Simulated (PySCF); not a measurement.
Task: Write Cartesian coordinates for `CC(C)C(F)F` (1,1-difluoro-2-methylpropane) as optimised with PBE0-D3(BJ)/def2-SVP.

Result: 
```xyz
14
C4H8F2 angstrom
C      1.4369    0.1160    0.1802
C      0.0457   -0.1532   -0.3789
C     -0.6901   -1.2462    0.3858
C     -0.7821    1.1156   -0.4012
F     -0.9404    1.6029    0.8554
F     -0.1677    2.0765   -1.1301
H      2.0519   -0.7947    0.1404
H      1.9478    0.9035   -0.3913
H      1.3758    0.4424    1.2294
H      0.1372   -0.4573   -1.4367
H     -1.6694   -1.4734   -0.0642
H     -0.1027   -2.1759    0.3955
H     -0.8595   -0.9410    1.4297
H     -1.7893    0.9562   -0.8286
```

Any rigid rotation of these coordinates is as good. Atoms count from 1 in this order. Of the pairs four or more bonds apart, F6···H8 is among the closest relative to their van der Waals radii: 2.53 Å, 95 % of the sum of Bondi's values.

Bonds between heavy atoms (Å): C1–C2 1.523, C2–C3 1.523, C2–C4 1.515, C4–F5 1.357, C4–F6 1.354.

Computed with PBE0-D3(BJ)/def2-SVP geometry optimisation, gas phase (PySCF).

Point group: C1 (no symmetry element, even within 0.4 Å). No PBE0-D3(BJ)/def2-SVP frequencies stand behind this structure, so it isn't proved a minimum. One conformer, not necessarily the lowest (C1–C2–C4–F5 -61°).
